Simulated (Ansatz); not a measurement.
# C2H3N (SMILES CC#N): from total energies to a heat of formation

C2H3N has 6 atoms, charge 0, and is taken as a singlet. As SMILES, `CC#N`. Geometry: relaxed at PBE0-D4/def2-TZVP.

Total energies at PBE-QIDH/def2-TZVP, 3 core orbitals frozen (Ansatz 0.2.0); the atoms run unrestricted:

| species | state | energy (Eh) |
| --- | --- | --- |
| C2H3N | singlet | -132.618646 |
| C | triplet | -37.800518 |
| N | quartet | -54.541300 |
| H | doublet | -0.501793 |

Harmonic wavenumbers at PBE0-D4/def2-TZVP, in cm⁻¹: 390, 390, 951, 1053, 1053, 1401, 1464, 1464, 2393, 3070, 3151, 3151.

Measured heats of formation of the gaseous atoms at 298.15 K, in kJ/mol: C 716.9, N 472.4, H 218.0. Take 1 Eh = 2625.50 kJ/mol, 1 cm⁻¹ = 0.0119627 kJ/mol, RT = 2.479 kJ/mol.

Task: What heat of formation follows?

Result: 
1. Electronic atomisation energy: 2 × (-37.800518) + (-54.541300) + 3 × (-0.501793) − (-132.618646) = 0.970931 Eh = 2549.2 kJ/mol.
2. Zero-point energy: half the sum of the wavenumbers, 9965.5 cm⁻¹ = 119.2 kJ/mol.
3. Thermal vibrational enthalpy, Σ hcν̃/(exp(hcν̃/kT) − 1): 2.0 kJ/mol. Translation, rotation and pV of a non-linear molecule: 4 RT = 9.9 kJ/mol.
4. The 6 free atoms carry 5/2 RT each: 37.2 kJ/mol.
5. Atomisation enthalpy at 298 K: 2549.2 − 119.2 − 2.0 − 9.9 + 37.2 = 2455.3 kJ/mol.
6. Sum of the atoms' heats of formation: 2560.2 kJ/mol. Heat of formation: 2560.2 − 2455.3 = +104.9 kJ/mol.

The tabulated value is +74.0 kJ/mol (CRC Handbook of Chemistry and Physics), so this level is off by +30.9 kJ/mol, or 1.2 % of the atomisation enthalpy that the table implies (2486.2 kJ/mol). Anharmonicity and any spin-orbit splitting of the molecule are left out, and cores are frozen in the wave-function part.
